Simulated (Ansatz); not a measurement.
A basis-limit estimate, worked out

An elementary step of BSiH6Cl, singlet (BSiH₆Cl ([SiH3][BH2][ClH]) → BSiH₆Cl ([Cl][BH2]1[H][SiH3]1); bonds formed: B1–H5, Si2–H5; dative contacts that become bonds: B1–Cl6; bonds broken: H5–Cl6; bonds weakened to dative contacts: B1–Si2). “Start” is the structure reached by relaxing down from the saddle towards the reactants; PBE0-D4/def2-TZVP structures. The saddle:

```xyz
9
angstrom
B -0.9856 -0.2068 0.0988
Si 1.0477 -0.4181 -0.1369
H -1.6039 -0.4403 -0.8925
H -1.3733 -0.5297 1.1782
H -0.2812 1.2678 0.0941
Cl -1.4104 2.0270 0.2446
H 1.1228 -1.9062 -0.1707
H 1.6033 0.1245 -1.4057
H 1.8807 0.0818 0.9901
```

Computed with Ansatz 0.2.0 (basis: def2-TZVPP and def2-QZVPP); correlated methods freeze the cores.

Energies in eV:

| quantity | saddle | start |
| --- | --- | --- |
| Hartree–Fock, triple zeta (X = 3) | -21131.40476 | -21132.08002 |
| Hartree–Fock, quadruple zeta (X = 4) | -21132.03830 | -21132.71512 |
| MP2 correlation, X = 3 | -12.70815 | -12.45107 |
| MP2 correlation, X = 4 | -13.69569 | -13.43651 |
| CCSD(T) correlation, X = 3 | -14.79157 | -14.55667 |

(1) Work out the barrier at the basis limit: extrapolate Hartree–Fock as E(X) = E∞ + A exp(−7.88 √X) and the MP2 correlation as E(X) = E∞ + B X^−2.97 (the exponents that Neese and Valeev fitted for def2-TZVPP and QZVPP), then add CCSD(T) − MP2 in triple zeta.

The T1 diagnostic stays at or below 0.013.

Answers

(1) Each step is linear, so take the differences first (saddle − start): Hartree–Fock 0.67526 (X = 3) and 0.67682 (X = 4); MP2 correlation -0.25708 and -0.25918; CCSD(T) correlation -0.23490.
Two points give E∞ = E(4) + w [E(4) − E(3)], with w = 1/(exp(7.88 (2 − √3)) − 1) = 0.1377 for Hartree–Fock and w = 1/((4/3)^2.97 − 1) = 0.7407 for the correlation.
Hartree–Fock: 0.67682 + 0.1377 × 0.00156 = 0.6770 eV.
MP2 correlation: -0.25918 + 0.7407 × (-0.00210) = -0.2607 eV.
CCSD(T) − MP2: -0.23490 − (-0.25708) = 0.0222 eV.
Sum: 0.6770 + (-0.2607) + 0.0222 = 0.4385 eV, or 10.11 kcal/mol. Plain CCSD(T) in triple zeta gives 0.4404 eV, so the larger basis shifts the result by -0.0019 eV.

Labels in which every atom is bracketed show which atoms are joined, not bond orders.

For scale, one of the runs: CCSD(T)/def2-TZVPP, 199 basis functions, launched by `ansatz run in.yaml --threads 2 --pin off --events-out ev --progress --plain --max-ram 4352MiB`. The run took 42 s on 2 CPU threads of an Arm Neoverse V2 (shared host), with 2.2 GiB of host memory at its peak.
